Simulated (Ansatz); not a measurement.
[SiH₃···H···H], doublet: the ladder up to UCCSDT(Q)

Geometry: a point of a hydrogen-transfer path between rigid fragments, not a stationary point.

```xyz
6

Si   -0.0770    0.0000    0.0000
H    -0.5719    1.3997    0.0000
H    -0.5719   -0.6999    1.2122
H    -0.5719   -0.6999   -1.2122
H     1.4076    0.0000    0.0000
H     2.4530    0.0000    0.0000
```

Basis cc-pVDZ; Ansatz 0.2.0. Correlated methods freeze the noble-gas cores, which leaves 9 electrons in 38 orbitals. Prefix R: restricted or restricted open-shell reference; prefix U: unrestricted. Active spaces: valence = (9e, 9o) chosen from the atoms' valence shells.

Full CI isn't at hand for all of this; UCCSDT(Q) serves as the reference, and is uncertain by about the last step of the cluster series. The frozen core follows each run's orbitals, which can shift R against U totals by a few meV.

For open shells CISD is restricted-active-space CI with the open shells as a complete middle space.

```
UHF ⟨S²⟩                          : 0.765
T1 diagnostic (RCCSD)             : 0.0230
largest doubles amplitude (RCCSD) : 0.033
T1 diagnostic (UCCSD)             : 0.0146
```

Question: From what is known of these methods and the diagnostics, rank them by the size of their error in total energy against UCCSDT(Q) in cc-pVDZ, smallest first (an estimate: the text doesn't fix the numbers).
A. RCCSDT(Q)
B. UCCSD
C. MRCISD+Q (valence space)
D. CISD
E. MRCISD (valence space)

Answer: A (0.0 kJ/mol), C (2.1 kJ/mol), B (9.8 kJ/mol), E (16.0 kJ/mol), D (33.6 kJ/mol).

All errors are against UCCSDT(Q) in cc-pVDZ. Within each family the higher level lies nearer, as is usual though not guaranteed.

Natural occupations of CASSCF (valence space) about the gap: 1.986 1.977 1.977 1.976 1.000 0.028 0.019 0.018 0.018; effectively unpaired electrons, Σ n²(2−n)², 1.01.
